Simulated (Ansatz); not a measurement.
Relaxation of CH₆ClN (9 atoms, charge 0, multiplicity 1), to a largest force component of 0.02 eV/Å in at most 40 steps.

Theory: RKS PBE-D4/cc-pVDZ (Ansatz).

```xyz
9
Properties=species:S:1:pos:R:3
N 0.080 0.015 -1.861
H 0.081 -0.988 -1.713
H -0.822 0.263 -2.251
H 0.779 0.219 -2.567
C -0.034 0.173 1.550
Cl 0.093 -0.718 3.083
H 0.855 -0.023 0.959
H -0.115 1.231 1.776
H -0.918 -0.173 1.024
```

Problem. Where does it end, and by what steps?

Solution. The forces met the threshold. The force dipped under the threshold on the way, but the program's further checks kept it going. After 34 steps the energy has fallen by 0.189 eV; Cl6 moved furthest, 1.63 Å.

```tsv
step	energy less start (eV)	largest force component (eV/Å)	accepted
0	0.0000	0.994	yes
2	-0.0712	0.390	yes
4	-0.0835	0.327	yes
6	-0.1060	0.408	yes
8	-0.1346	0.361	yes
10	-0.1520	0.029	yes
12	-0.1495	0.528	no
14	-0.1624	0.199	yes
16	-0.1693	0.131	yes
18	-0.1718	0.173	yes
20	-0.1769	0.241	yes
22	-0.1819	0.073	yes
24	-0.1813	0.294	no
26	-0.1842	0.171	yes
28	-0.1865	0.067	yes
30	-0.1879	0.049	yes
32	-0.1886	0.040	yes
34	-0.1887	0.010	yes
```

```xyz
9
Properties=species:S:1:pos:R:3
N 0.184 -0.012 -1.682
H 0.667 -0.798 -1.217
H -0.404 -0.463 -2.400
H 0.927 0.460 -2.220
C -0.368 0.296 1.491
Cl 0.665 -1.185 1.633
H -0.429 0.537 0.410
H 0.118 1.104 2.067
H -1.359 0.060 1.918
```

Whether the end is a true minimum wasn't checked by a vibrational analysis.

Time of the run: 29 s on 1 thread of Intel(R) Xeon(R) 6975P-C (Granite Rapids), with other jobs on the host, peak memory 0.14 GiB.
